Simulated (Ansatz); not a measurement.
# C3H6O (oxetane): the vertical ionisation energy from total energies

C3H6O: 10 atoms, total charge 0, spin state singlet. SMILES: `C1COC1`. The coordinates come from a PBE0-D4/def2-TZVP relaxation.

```xyz
10

C    -0.5991    0.5178   -0.0752
C    -0.4194   -0.9971    0.0613
O     1.0083   -0.8720    0.1098
C     0.9300    0.5558    0.0018
H    -1.0252    0.8518   -1.0201
H    -1.1219    1.0035    0.7474
H    -0.8191   -1.4413    0.9788
H    -0.7458   -1.5956   -0.7953
H     1.3482    1.0528    0.8833
H     1.4439    0.9243   -0.8918
```

Both states at this one shape; open shells run unrestricted unless said. 1 Eh = 27.2114 eV.

```
                                                        level  program  singlet C3H6O (Eh)  doublet C3H6O+ (Eh)
  B2PLYP/6-31G* (spherical functions), 4 core orbitals frozen   Ansatz         -192.880269          -192.533978
PBE-QIDH/6-31G* (spherical functions), 4 core orbitals frozen   Ansatz         -192.783879          -192.430575
 BCCD(T)/6-31G* (spherical functions), 4 core orbitals frozen   Ansatz         -192.519378          -192.177927
```

**Question.** Work out the vertical ionisation energy at each level.

**Answer.** 
1. B2PLYP/6-31G* (spherical functions): -192.533978 − (-192.880269) = 0.346291 Eh = 9.42 eV.
2. PBE-QIDH/6-31G* (spherical functions): -192.430575 − (-192.783879) = 0.353304 Eh = 9.61 eV.
3. BCCD(T)/6-31G* (spherical functions): -192.177927 − (-192.519378) = 0.341451 Eh = 9.29 eV.

No measured value is set beside it here; the levels span 9.29 to 9.61 eV.
